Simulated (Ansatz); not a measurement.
Ideal-gas functions of `[CH2]C(F)(F)F` radical at 298.15 K and 1 bar, from an Ansatz frequency run at PBE0-D4/def2-TZVP.

Molar mass 83.03 g/mol, point group Cs (symmetry number 1), electronic degeneracy 2, moments of inertia 90.317, 91.9, 94.102 u Å². Harmonic wavenumbers (cm⁻¹, unscaled): 81, 342, 373, 501, 538, 604, 620, 871, 940, 1133, 1246, 1307, 1448, 3199, 3326.

Use S(trans) = R[1.5 ln M + 2.5 ln T − 1.1517]; rotational temperatures θ = 24.2544 K / I; S(rot) = R[ln(√π/σ · √(T³/θAθBθC)) + 1.5]; for each mode x = 1.438777 ν̃/T, S = R[x/(eˣ − 1) − ln(1 − e⁻ˣ)] and H = RT x/(eˣ − 1); 1 cm⁻¹ = 0.0119627 kJ/mol; R = 8.31446 J/(mol·K).

Q: By hand: the entropy, in J/(mol·K).

A: Translation 164.0. Rotation: θ = 0.2685, 0.2639, 0.2577 K, giving 104.9. Vibration, mode by mode: 16.18, 5.03, 4.47, 2.74, 2.38, 1.85, 1.74, 0.66, 0.50, 0.23, 0.14, 0.11, 0.06, 0.00, 0.00, in all 36.1. Electronic 5.8. Sum 310.8 J/(mol·K).

Q: By hand: H − E and G − E in kJ/mol, counted from the electronic energy.

A: Zero-point energy ½ × 16529 × 0.0119627 = 98.9; thermal vibration 6.2; translation, rotation and pV give 4 RT = 9.9. H − E = 115.0 kJ/mol, and G − E = 115.0 − 298.15 × 310.8/1000 = 22.3 kJ/mol.

Vibration gives 12 % of the entropy, 16.2 J/(mol·K) of it from the mode under 150 cm⁻¹: soft modes count most, and the harmonic formula is weakest for them.
